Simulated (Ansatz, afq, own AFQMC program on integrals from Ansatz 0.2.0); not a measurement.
# AlH, singlet: AFQMC among the cluster methods

```xyz
2

Al    0.0000    0.0000    0.0000
H     0.0000    0.0000    1.8210
```

Basis cc-pVTZ. Only valence electrons are correlated. Integrals, coupled cluster, full CI and functionals: Ansatz 0.2.0; the random walks run on the same integrals in our own AFQMC program. ph-AFQMC/CISD is guided by a CISD state made of CCSD amplitudes; releasing the constraint for a short imaginary time cuts its bias at the price of noise, slowly where states lie close. Free projection: walkers drawn from exp(T), propagated without any constraint. Its projection time is finite, and what remains of the start isn't in its error. Error bars are statistical, one sigma.

Determinant: UHF, the one that the program's search chose, which needn't be the lowest solution. The geometry is a point of a scan.

Full CI on the same integrals is exact in this basis and with this determinant's frozen core.

Cautions: the determinant is a saddle point among determinants of its kind; the ph-AFQMC/CISD walk drifts between its halves (2.8 errors).

```
T1 diagnostic                               : 0.0140
weight of the determinant in the CISD state : 0.912
⟨S²⟩ of the determinant                     : 0.000
size of the correlated space                : 4 electrons in 43 orbitals
```

```tsv
level	correlation energy (eV)
MP2	-1.6878
CCSD	-2.2528
CCSD(T)	-2.2943
```

Problem. Estimate where phaseless AFQMC with the Hartree–Fock trial lies against CCSD(T) on the same integrals.

Solution. 23.4 ± 16.1 meV below CCSD(T). The gap is under twice the noise, so this walk alone can't tell the two apart.

Reference: full CI, correlation energy -2.307 eV. The released energy is read at 2.40 1/Eh (meV from the phaseless value at times in 1/Eh: 0.5 ± 1.2 at 0.24, -0.7 ± 1.2 at 0.51, -1.6 ± 0.8 at 0.99, -2.1 ± 0.8 at 1.62, -3.7 ± 0.8 at 2.40).

```
         level  E − E(reference) (meV)  share of correlation (%)
       CCSD(T)                    13.1                     99.43
         CCSDT                     1.8                     99.92
      CCSDT(Q)                     0.4                     99.98
   ph-AFQMC/HF            -10.2 ± 16.1                    100.44
 ph-AFQMC/CISD               3.3 ± 1.1                     99.86
released AFQMC              -0.4 ± 0.8                    100.02
    free AFQMC               0.4 ± 0.6                     99.98
```

CCSDT and higher add their correlation energy to the determinant of the CCSD(T) run, since their own runs factorise the integrals more tightly (a shift of under 2 meV). Free projections are given only where their last times agree within the noise and don't stop above the reference; a slow remainder of the start can still hide under it. A walk keeps the symmetry of its determinant, which the program's search chose and which needn't be the lowest solution, so a lower state of the same spin and another symmetry isn't excluded. Released energies are given only where the last usable release times agree within the noise; a slower fall can still hide under it.
